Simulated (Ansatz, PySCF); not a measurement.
O3, SMILES O=[O+][O-]. Atoms are numbered in the order given.

```xyz
3

O      0.0000     1.0634     0.2113
O      0.0000     0.0000    -0.4227
O      0.0000    -1.0634     0.2113
```
Charge 0, spin multiplicity 1.

Geometry: PBE0-D3(BJ)/def2-TZVP. The molecule may have multireference character, which single-reference levels describe poorly.

Two levels are set side by side: PBE-D3(BJ)/def2-TZVP (Ansatz, an electronic-structure program) and PBE0-D3(BJ)/def2-TZVP (Ansatz). Each level has its own optimised geometry; the coordinates shown are those of the second. Frequencies come from the Hessian of PySCF at each geometry. Differences are taken from unrounded values.

```csv
quantity,PBE0-D3(BJ)
mean bond length (Å),1.238
bond O1–O2 (Å),1.238
bond O2–O3 (Å),1.238
highest harmonic wavenumber (cm⁻¹),1326
mean harmonic wavenumber (cm⁻¹),1137
zero-point energy (kcal/mol),4.87
```

Task: What does PBE-D3(BJ) give, and how far is it from PBE0-D3(BJ)? (The exact figures need the calculation; the answer reports its results.)

Result: 
| quantity | PBE-D3(BJ) | PBE-D3(BJ) minus PBE0-D3(BJ) |
|---|---|---|
| mean bond length (Å) | 1.273 | 0.035 |
| bond O1–O2 (Å) | 1.273 | 0.035 |
| bond O2–O3 (Å) | 1.273 | 0.035 |
| highest harmonic wavenumber (cm⁻¹) | 1189 | -137 |
| mean harmonic wavenumber (cm⁻¹) | 991 | -146 |
| zero-point energy (kcal/mol) | 4.25 | -0.63 |

Exact exchange shortens and stiffens bonds; PBE has none. Differences between two approximate levels are no errors against the true value.
